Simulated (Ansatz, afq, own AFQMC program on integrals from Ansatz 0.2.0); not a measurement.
Integrals from Ansatz 0.2.0, then the random walk in our own AFQMC program (afq).

```yaml
crystal:
  periodic: [false, false, false]
  atoms:
    - {symbol: Ru, position_ang: [0.000000, 0.000000, 0.000000]}
    - {symbol: H, position_ang: [0.000000, 0.000000, 2.173000]}
basis:
  gaussian: {orbitals: def2-TZVP}
magnetization: {spin_polarized: true, initial_magnetization: 5}
correlation: {method: ccsd_t, electrons: outside_noble_gas, hamiltonian_folder: ham}
```

```sh
$ ansatz run in.yaml --threads 1 --pin off --events-out ev --progress --plain --max-ram 1382MiB
```

Options of the walk:

```
--method phaseless --trial cisd --walkers 60 --populations 1 --least-time 40 --time-step 0.005 --steps-per-block 50 --equilibration-blocks 40 --max-blocks 300 --target-error 0.00036 --factor-cut 1e-05 --start spin_pure --seed 3217 --release-times 0.24,0.6,1.2,2,3,4.2 --release-step 0.04 --release-every 4 --taylor-order 6
```

Times are imaginary, in 1/Eh. The walk had a cap of 2129 s. Core potentials past Kr, no spin–orbit coupling.

Output of the walk:

```
orbitals 42  electrons 7 2  factors 315 of 421
reference energy -94.64700422 Eh
CCSD correlation -0.14967076 Eh in 16 cycles, weight of the determinant in the CISD state 0.8998
energy of the start -94.796670 Eh
 block  time / (1/Eh)  mean weight  energy / Eh
     1     0.250  0.9998  -94.795917
     2     0.500  1.0008  -94.796293
     3     0.750  1.0000  -94.796588
     4     1.000  1.0016  -94.797448
     5     1.250  0.9992  -94.797867
     7     1.750  0.9968  -94.799270
     9     2.250  0.9986  -94.798628
    11     2.750  0.9995  -94.797099
    21     5.250  0.9994  -94.797140
    31     7.750  1.0019  -94.799098
    41    10.250  1.0013  -94.797437
    51    12.750  0.9980  -94.802188
    61    15.250  1.0007  -94.799875
    71    17.750  0.9986  -94.800111
    81    20.250  1.0004  -94.799000
    91    22.750  0.9998  -94.803208
   101    25.250  1.0008  -94.802044
   111    27.750  1.0011  -94.803243
   121    30.250  1.0003  -94.797779
   131    32.750  1.0004  -94.800181
   141    35.250  1.0014  -94.804149
   151    37.750  1.0010  -94.795412
   161    40.250  1.0020  -94.800864
   171    42.750  1.0007  -94.799754
   181    45.250  0.9992  -94.793515
   191    47.750  1.0021  -94.798572
   196    49.000  0.9999  -94.799904
blocks merged  error / Eh  count
     1  0.000185  160
     2  0.000207  80
     4  0.000236  40
     8  0.000238  20
    16  0.000261  10
released: time / (1/Eh)  energy / Eh  error  mean overlap
  0.24  -94.799392  0.000365  0.9981
  0.60  -94.799830  0.000402  0.9936
  1.20  -94.800568  0.000551  0.9925
  2.00  -94.800885  0.000922  0.9962
  3.00  -94.800012  0.000734  1.0236
  4.20  -94.801165  0.000936  0.9710
energy -94.799578 +/- 0.000238 Eh
(rows thinned)
```

The run passed its tests (sampling time, drift between the halves within three errors, error under three times the target), which doesn't prove that it has relaxed.

Against this walk (error 6.5 meV) on the same determinant: CCSD(T) 7.7 meV lower (within the noise), CCSDT(Q) 33.0 meV lower. The error is statistical and leaves out the bias of the constraint. The released energies get too noisy after the second time (errors over twice the walk's own, or jumping) (meV from the phaseless value at times in 1/Eh: -7 ± 11 at 0.60, -27 ± 15 at 1.20, -36 ± 25 at 2.00, -12 ± 20 at 3.00, -43 ± 25 at 4.20), so they give no level. CCSDT(Q) is the surest value here, so the walk's 33 meV above it is most likely the bias of the constraint with this trial, which can have either sign.

Cautions: constraint bias not in the error; no spin-orbit coupling; outer-core shells of the metal frozen; lower spins were not checked; higher spins were not checked; raised T1 diagnostic (T1 0.042, weight of the determinant 0.90, largest double 0.05); the bias of populations of 60 walkers isn't removed.

The walk took 5.3 min on 1 thread of Intel(R) Xeon(R) Platinum 8488C (Sapphire Rapids) (shared host). The log's last line is the phaseless energy.

CCSDT and higher add their correlation energy to the determinant of the CCSD(T) run, since their own runs factorise the integrals more tightly (a shift of under 2 meV). A walk keeps the symmetry of its determinant, which the program's search chose and which needn't be the lowest solution, so a lower state of the same spin and another symmetry isn't excluded.
